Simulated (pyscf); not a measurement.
:C=CH₂ [singlet] + SiH₄ -> H₂C=CH–SiH₃ (insertion; singlet surface; H–Si broken, C–Si, C–H formed). Single points on ωB97X-D3(BJ)/def2-SVP structures (PySCF, gas phase). Correlated levels are frozen-core, on RHF or UHF. ΔMP2 is the change of the MP2 total energy from the triple- to the quadruple-zeta basis. Energies in kJ/mol from the separated reactants.

```
level                             barrier  reaction energy
--------------------------------  -------  ---------------
ωB97X-D3(BJ)/def2-TZVP                1.7           -379.7
PBE/def2-TZVP                         [?]           -384.7
r²SCAN/def2-TZVP                    -26.7           -387.6
ωB97M-D3(BJ)/def2-TZVP                6.3           -363.5
MP2/def2-QZVPP                       -9.2           -402.6
CCSD/def2-TZVPP                      15.7           -361.5
CCSD(T)/def2-TZVPP + ΔMP2(QZVPP)      [?]              [?]
```

Question: Fill in the missing entries.

Answer: 
- PBE/def2-TZVP, barrier: -32.9
- CCSD(T)/def2-TZVPP + ΔMP2(QZVPP), barrier: 1.2
- CCSD(T)/def2-TZVPP + ΔMP2(QZVPP), reaction energy: -371.6

Of the functionals in the table, ωB97X-D3(BJ) is closest to CCSD(T)/def2-TZVPP + ΔMP2(QZVPP) in the barrier (0.5 kJ/mol apart) and PBE least close (34.1 kJ/mol); that level has limits of its own. On the product side the descent ends in a point that may be a rotor saddle (no frequency run), 6.3 kJ/mol over the lowest minimum found and 375.1 kJ/mol under the saddle at ωB97X-D3(BJ)/def2-TZVP. At PBE, r²SCAN, MP2 this geometry lies under the reactants; that is no barrier but a single point on another level's saddle; such a level's own saddle, if it has one, lies nearer that side and is low. :C=CH₂ [singlet] lies 173.3 kJ/mol over its isomer HC≡CH (electronic energy, ωB97M-D3(BJ)/def2-TZVP). One saddle was located; it need not be the lowest between these sides. The CCSD(T) − MP2 part came from Ansatz, without density fitting, on the same reference.
